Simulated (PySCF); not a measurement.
How methods differ on the electron affinity of H

H⁻ 1s2 (1S) → H 1s1 (2S), as a difference of total energies. Computed with PySCF 2.14 in aug-cc-pVDZ (3s2p, 9 functions), with no relativity, point nucleus. Correlated levels: valence: nothing frozen. The calculations carry no spin-orbit coupling.

| method | electron affinity (eV) |
| --- | --- |
| UHF | -0.342 |
| MP2 (valence) | 0.343 |
| SCS-MP2 (valence) | 0.481 |
| CCSD (valence) | 0.672 |

Errors of the correlated levels include the incompleteness of this basis.

A negative affinity means that the anion lies above the atom at that level of theory.

With two correlated electrons CCSD is exact in that space.

The coupled-cluster amplitudes are large for H⁻ (T1 above 0.03 or a double amplitude above 0.15), so a single reference is strained.

Task: Which method comes closest to the reference value, and which is furthest?

Result: The reference is 0.754 eV (measured; photodetachment measurements, as compiled on the Wikipedia data page of electron affinities). Closest: CCSD (valence) (error -0.082 eV); furthest: UHF (error -1.096 eV).
